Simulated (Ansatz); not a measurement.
The same path of BFH₃N (6 atoms, charge 0, multiplicity 1) was run twice with different band settings. Lost on the way: B1–F2, B1–H3. Made: F2–H3.

Computed with RKS CAM-B3LYP-D4/def2-SVP in Ansatz.

Relaxed end points:

```xyz
6
Properties=species:S:1:pos:R:3
B 0.146 0.021 0.039
F 0.225 -0.453 1.285
H 1.140 0.461 -0.483
N -1.076 -0.003 -0.623
H -1.920 -0.369 -0.198
H -1.193 0.342 -1.566
```

```xyz
6
Properties=species:S:1:pos:R:3
B -0.387 0.014 -0.252
F 1.992 -0.091 1.413
H 1.232 -0.044 0.849
N -1.532 0.035 -0.988
H -2.418 -0.314 -0.630
H -1.565 0.400 -1.938
```

Common settings: movable images 7; climbing image yes; spring 5.0 eV/Å²; optimiser quadratic models (default); force threshold 0.05 eV/Å; iteration limit 60; end points relaxed.

| run | start path |
| --- | --- |
| 1 | through a guess of the saddle point |
| 2 | straight line |

(1) What does each run give, and how far can it be trusted?

Results:

(1) Run 1: converged after 16 iterations, highest image 4.832 eV above the first end. Neighbouring images differ by up to 2.5 eV, so the band resolves the path poorly. A vibrational analysis at the climbing image gives one clearly imaginary mode, 771i cm⁻¹: a first-order saddle point.
Run 2: converged after 16 iterations, highest image 4.832 eV above the first end. Neighbouring images differ by up to 2.5 eV, so the band resolves the path poorly. Another band between the same ends (7 images) ends at a top of the same energy, where a vibrational analysis finds 1 clearly imaginary mode.
The orbitals stay closed-shell, which can raise the energy where a bond breaks towards radicals; this wasn't checked here.
